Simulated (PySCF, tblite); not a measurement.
# CH₃FO, a small molecule taken as a stand-in for a surface group (C site with back bonds O, F, [H]): NMR shifts, core binding energies, electronic excitations and spin-spin couplings

What NMR shifts, core binding energies, electronic excitations and spin-spin couplings should one expect for `OCF`?

Computed with tblite 0.8.0 and PySCF 2.14.0; each step states its level. No surroundings beyond the atoms listed, unless a continuum is named. Atoms count from 0, parts from 1.

## Step 1: The system as given

6 atoms, charge 0, multiplicity 1; geometry: distance geometry start.

## Step 2: Relaxing the cluster with GFN2-xTB

The job: settings as JSON, then the geometry in Å.

```
{"job": {"kind": "relax", "xc": "GFN2-xTB", "basis": "xTB"}, "charge": 0, "multiplicity": 1}
C     -0.378855    -0.075670     0.015042
O      0.908862    -0.399338    -0.399280
F     -0.556069     1.284694    -0.139385
H     -0.436556    -0.371579     1.068260
H     -1.077365    -0.643222    -0.661095
H      1.506926     0.222207     0.097386
```

Method: GFN2-xTB geometry optimisation, gas phase.

Launch:

```console
OMP_NUM_THREADS=1 python cluster_run.py task.json out
```

This one command runs all jobs of the session in turn.

**Question.** The jobs that follow are: PBE0-D3(BJ)/def2-SVP geometry optimisation, gas phase; GIAO PBE0/pcSseg-2 NMR shielding, non-relativistic, gas phase; delta-SCF UKS SCAN, pcX-2 on the ionised atom, pcseg-1 elsewhere, spin-free X2C; TDDFT CAM-B3LYP/def2-SVPD, vertical, gas phase, core orbitals frozen in the response; B3LYP/pcJ-1 indirect spin-spin coupling, non-relativistic, gas phase. Predict: point group; rotational constants (main isotopes); ¹³C shifts against TMS (PBE0/pcSseg-2); ¹H shifts against TMS (PBE0/pcSseg-2); ¹⁷O shifts against H2O (PBE0/pcSseg-2); ¹⁹F shifts against CFCl3 (PBE0/pcSseg-2); C1s binding energies, SCAN/pcX-2; O1s binding energies, SCAN/pcX-2; F1s binding energies, SCAN/pcX-2; lowest singlet (CAM-B3LYP/def2-SVPD); brightest single state of those computed; lowest triplet; vertical ionisation energy (ΔSCF); largest coupling of the table (B3LYP/pcJ-1).

The runs gave:

| quantity | value |
| --- | --- |
| point group | C1 |
| rotational constants (main isotopes) | 46.37, 10.42, 9.22 GHz |
| ¹³C shifts against TMS (PBE0/pcSseg-2) | 103.9 ppm |
| ¹H shifts against TMS (PBE0/pcSseg-2) | 5.41, 5.14, 2.15 ppm |
| ¹⁷O shifts against H2O (PBE0/pcSseg-2) | 86.5 ppm |
| ¹⁹F shifts against CFCl3 (PBE0/pcSseg-2) | -152.1 ppm |
| C1s binding energies, SCAN/pcX-2 | C0 295.06 eV |
| O1s binding energies, SCAN/pcX-2 | O1 539.94 eV |
| F1s binding energies, SCAN/pcX-2 | F2 692.77 eV |
| lowest singlet (CAM-B3LYP/def2-SVPD) | 8.01 eV (155 nm), f = 0.009 |
| brightest single state of those computed | state 5, 10.11 eV, f = 0.078 |
| lowest triplet | 7.65 eV |
| vertical ionisation energy (ΔSCF) | 12.20 eV |
| largest coupling of the table (B3LYP/pcJ-1) | ¹J(C,F) C0–F2, -283.5 Hz |

Relaxing lowered the energy by 0.063 eV in 7 steps; the close pair that moved most is C0–F2, from 1.410 to 1.371 Å (PBE0/def2-SVP). At PBE0/pcSseg-2: Shielding is most anisotropic at F2 (span 212 ppm, paramagnetic term -141 ppm). The lowest singlet, at 8.01 eV, is HOMO→LUMO 0.90 and is weak; of the 6 states computed, the strongest absorption comes from state 5 at 10.11 eV (the last state computed is bright too, and its partners may lie past the list). The lowest triplet lies 0.35 eV below the lowest singlet (triplets in Tamm-Dancoff, singlets in full TDDFT). ΔSCF puts the ionisation energy at 12.20 eV, 1.48 eV above −ε(HOMO). Of the pairs tabulated at B3LYP/pcJ-1, C0–F2 couples most strongly (-283.5 Hz; Fermi contact -303.3 Hz).
